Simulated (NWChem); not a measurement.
Species: methanol (CH4O); SMILES CO

```xyz
6

C     -0.0086    -0.6534     0.0000
O     -0.0886     0.7534     0.0000
H      0.4988    -1.0431    -0.8912
H     -1.0313    -1.0315     0.0000
H      0.4988    -1.0431     0.8912
H      0.8025     1.1082     0.0000
```
Atoms are numbered in this order, from 1.

All runs: NWChem. Coordinates come from a PBE0-D3(BJ)/def2-TZVP optimisation. Level: M06-2X/def2-SVP with COSMO at NWChem's default radii, gas-phase geometry; rows give the dielectric constant.

```json
[
 {"dielectric constant": "2.4", "electrostatic solvation energy (kcal/mol)": "-2.8", "dipole in solution (D)": "1.90"},
 {"dielectric constant": "3.9", "electrostatic solvation energy (kcal/mol)": "-3.6", "dipole in solution (D)": "1.96"},
 {"dielectric constant": "4.8", "electrostatic solvation energy (kcal/mol)": "-3.8", "dipole in solution (D)": "1.98"},
 {"dielectric constant": "20.7", "electrostatic solvation energy (kcal/mol)": "-4.7", "dipole in solution (D)": "2.04"},
 {"dielectric constant": "46.7", "electrostatic solvation energy (kcal/mol)": "-4.9", "dipole in solution (D)": "2.05"}
]
```
